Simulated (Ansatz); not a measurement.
Process, species as SMILES: [CH]=CF → 2 C atom + F atom + 2 H atom
B3LYP-D3(BJ)/def2-TZVP geometries, fixed; electronic energies without zero-point terms.

Basis-set convergence of the atomisation energy at B2PLYP with Ansatz (a quantum-chemistry and plane-wave program). Cartesian d functions, on some or all atoms, in 6-31G**; all else is spherical. Cores are frozen. Open shells are unrestricted. No added dispersion term, no relativity. Functions are those of the species that has most. Reference: the value in aug-pcseg-3, 451.96 kcal/mol, itself unsure by roughly 0.59 kcal/mol (its mean distance from aug-cc-pVQZ, cc-pV5Z, def2-QZVPPD).

```csv
basis,functions,atomisation energy (kcal/mol)
3-21G,31,(withheld)
6-31G,31,(withheld)
cc-pVDZ,52,433.69
def2-SVP,52,447.79
pcseg-1,52,437.25
6-31G**,55,443.73
6-311+G**,78,(withheld)
def2-SVPD,79,449.95
aug-pcseg-1,87,441.33
"6-311++G(2d,2p)",101,443.67
pcseg-2,118,449.33
def2-TZVPP,121,448.39
jun-cc-pV(T+d)Z,145,448.33
aug-cc-pVTZ,184,448.97
aug-pcseg-2,184,(withheld)
cc-pVQZ,225,450.98
def2-QZVPP,231,450.83
aug-cc-pVQZ,332,451.39
```

**Question.** Some entries are withheld; supply them.

**Answer.** 
- 3-21G, atomisation energy (kcal/mol): 418.68
- 6-31G, atomisation energy (kcal/mol): 412.55
- 6-311+G**, atomisation energy (kcal/mol): 439.47
- aug-pcseg-2, atomisation energy (kcal/mol): 450.28
